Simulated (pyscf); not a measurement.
**Routes from HS–Ga(Cl)–Cl + H₂**

Candidate steps break at most two bonds and form at most two. Each was searched with GFN2-xTB (tblite) first. PySCF, gas phase, ωB97X-D3(BJ)/def2-SVP geometries. Energies: ωB97M-D3(BJ)/def2-TZVP, kcal/mol, from the separated reactants, singlet surface; ΔG‡ with ideal gas, 1 atm, RRHO with modes under 100 cm⁻¹ raised to 100, one conformer, R ln 2 for chiral ones without a mode under 150 cm⁻¹.

```
products                           type   ΔE‡     ΔE  ΔG‡ 298 K  ΔG‡ 900 K  ν‡ (cm⁻¹)
-----------------  --------------------  ----  -----  ---------  ---------  ---------
H₂S + Cl–GaH–Cl    four-centre exchange  31.6  +14.3       40.6       59.8      1368i
HS–GaH–Cl + HCl    four-centre exchange  34.3  +20.6       42.5       60.3      1137i
HS–Ga(Cl)–Cl + H₂  four-centre exchange  69.9    0.0       78.2       95.6      2543i
```

Row 1: On the product side the descent ends in an adduct with a Ga–S contact, 17.1 kcal/mol under the separated species and 30.0 kcal/mol under the saddle at ωB97X-D3(BJ)/def2-TZVP. Row 2: On the product side the descent ends in a complex, 7.2 kcal/mol under the separated species and 17.9 kcal/mol under the saddle at ωB97X-D3(BJ)/def2-TZVP. 

Plain bond fissions and candidates not yet searched are not listed, and one of them may be faster. Each barrier is that of the saddle found; lower ones may exist. Elements up to Kr have no core potential and no relativistic terms here.
